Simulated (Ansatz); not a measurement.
An input for CH5FSi (SMILES C[SiH2]F)

CH5FSi: 8 atoms, total charge 0, spin state singlet. SMILES: `C[SiH2]F`. Geometry: relaxed at PBE0-D4/def2-TZVP.

```xyz
8

C    -0.5214    0.7003   -0.4370
Si    0.4484   -0.6420    0.3952
F     1.9465   -0.6496   -0.1788
H    -0.5624    0.5425   -1.5171
H    -1.5467    0.7132   -0.0565
H    -0.0772    1.6803   -0.2484
H     0.5387   -0.4208    1.8607
H    -0.1337   -1.9812    0.1260
```

Settings wanted:

| Setting | Value |
| --- | --- |
| basis set | def2-SVP |
| integral approximation | def2-universal-jkfit |
| task | gradient |
| method | DFT |
| functional | PBE0 |
| dispersion | none |
| reference | RKS |
| relativity | none |
| accuracy | medium |

Task: Give an Ansatz 0.2.0 job that does this.

Result: One that was run (others would do as well):

run.yaml:
```yaml
crystal:
  periodic: [false, false, false]
  atoms:
    - {symbol: C, position_ang: [-0.521400, 0.700300, -0.437000]}
    - {symbol: Si, position_ang: [0.448400, -0.642000, 0.395200]}
    - {symbol: F, position_ang: [1.946500, -0.649600, -0.178800]}
    - {symbol: H, position_ang: [-0.562400, 0.542500, -1.517100]}
    - {symbol: H, position_ang: [-1.546700, 0.713200, -0.056500]}
    - {symbol: H, position_ang: [-0.077200, 1.680300, -0.248400]}
    - {symbol: H, position_ang: [0.538700, -0.420800, 1.860700]}
    - {symbol: H, position_ang: [-0.133700, -1.981200, 0.126000]}
basis:
  gaussian:
    orbitals: def2-SVP
    fitting: {mean_field: def2-universal-jkfit}
magnetization:
  spin_polarized: false
  initial_magnetization: 0
hamiltonian:
  xc: {name: PBE0}
output: {forces: true, orbitals: {seedname: orbitals}}
```

```bash
$ ansatz run run.yaml --threads 1 --pin off --max-ram 3480MiB --events-out events.jsonl --progress --plain --runs-dir runs
```

Calculated total energy: -430.03783 Eh, largest force 0.931 eV/Å.
